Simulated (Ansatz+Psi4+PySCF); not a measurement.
Values are calculated unless marked as measured or tabulated.
## PySCF 2.14.0 run

```python
from pyscf import gto, scf, mp

mol = gto.M(atom="""
Li 0.000000 0.000000 -1.409960
F 0.000000 0.000000 0.469990
""", basis={'F': 'cc-pvtz', 'Li': 'cc-pcvtz'}, charge=1, spin=1)
mf = scf.UHF(mol)
mf.kernel()
pt = mp.MP2(mf, frozen=1).run()
print(mf.e_tot, pt.e_corr, pt.e_tot)
```

The script is written out from the run's settings.

Results

- Converged: yes
- Reference energy: -106.65038 hartree
- Correlation energy: -0.23779 hartree
- Total energy: -106.88817 hartree
- Spin squared of the determinant: 0.754

Messages of the program:
```
WARN: beta  nocc = 5  HOMO -0.653945503409361 >= LUMO -0.653945503409356
WARN: HOMO -0.653945503409356 >= LUMO -0.653945503409356
WARN: beta  nocc = 5  HOMO -0.653945503409361 >= LUMO -0.653945503409356
WARN: HOMO -0.653945503409356 >= LUMO -0.653945503409356
```
